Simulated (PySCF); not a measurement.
Gas-phase reaction: H₃SiNH₂ → H₂SiNH + 2 H

Method: PySCF energies (xtb for GFN2) plus ideal-gas RRHO corrections (1 bar). † marks an energy on the PBE0/def2-TZVP geometry and frequencies; other levels use their own. MP2 freezes the core. 6-31G* has spherical d functions here. Open shells (unrestricted): H (multiplicity 2); the rest are closed-shell singlets. GFN2 has no spin-polarisation term. B3LYP is the form with VWN-RPA correlation. H₃SiNH₂, H₂SiNH: computed as isolated molecules; such fragments, hydroxides, amides, oligomers or adducts are transient or little studied in the gas. MP2 isn't extrapolated to the basis-set limit; its ΔH°(298 K) is 605.3 kJ in def2-SVP and 622.1 kJ in def2-TZVPP. The harmonic model lacks anharmonicity and excited electronic states, which grow with temperature; levels with a mode under 35 cm⁻¹ are left out. Internal rotation in H₃SiNH₂ is treated as a harmonic vibration of one conformer, which makes the entropy rough.

```csv
level,"ΔE electronic, kJ","ΔH°(298 K), kJ","ΔS°(298 K), J/K","ΔG°(600 K), kJ"
B3LYP/def2-TZVP†,688,643,211,514
GFN2-xTB,671,630,215,498
HF/6-31G*,620,572,211,443
M06-2X/def2-TZVP†,695,651,211,522
MP2/def2-SVP†,650,605,211,476
PBE/def2-SVP,660,617,213,487
PBE/def2-TZVP†,659,615,211,486
PBE0/def2-QZVP†,686,641,211,512
PBE0/def2-TZVP,684,640,211,510
ωB97M-V/def2-TZVP†,695,650,211,521
```
ΔH° is lowest at HF/6-31G* and highest at M06-2X/def2-TZVP†. No reference value is set beside these.
